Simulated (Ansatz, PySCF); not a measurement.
Species: tetrafluorosilane, SiF$_{4}$ (charge 0, singlet). 
Structure (B3LYP-D3(BJ)/def2-TZVP (Ansatz, an electronic-structure program) minimum search):
SMILES: F[Si](F)(F)F
```xyz
5

Si     0.0000     0.0000     0.0000
F      0.9027     0.9354     0.8757
F     -0.8806    -0.8997     0.9336
F     -0.9289     0.8739    -0.9111
F      0.9068    -0.9096    -0.8983
```
Charge 0, spin multiplicity 1.

Total electronic energies in hartree. Correlated levels leave the core frozen unless marked. No spin-orbit coupling. No relativistic terms. Basis-set limits of correlation are two-point, X^-3; Hartree-Fock from the larger set. [CCSD(T)-MP2]/basis is that difference in the basis named.

| level | program | energy (Eh) |
|---|---|---|
| HF/6-31G* | Ansatz | -686.94945 |
| HF/cc-pwCVTZ | Ansatz | -687.16314 |
| BHLYP/def2-TZVPD | Ansatz | -689.20840 |
| TPSSh/def2-TZVPD | PySCF | ___ |
| wB97X/def2-TZVPD | Ansatz | ___ |
| B2PLYP/def2-TZVPD | Ansatz | -689.02832 |
| CCSD/cc-pV(D+d)Z | Ansatz | -687.80349 |
| CCSD(T) with core electrons (1s frozen past Ne)/cc-pwCVTZ | Ansatz | -688.81191 |
| RI-MP2/CBS(aug-cc-pV(T+d)Z,aug-cc-pV(Q+d)Z)+[CCSD(T)-MP2]/aug-cc-pV(T+d)Z | Ansatz | -688.5292 |

### Question
Some entries are withheld; supply them.

### Answer

- TPSSh/def2-TZVPD, energy (Eh): -689.33031
- wB97X/def2-TZVPD, energy (Eh): -689.25033
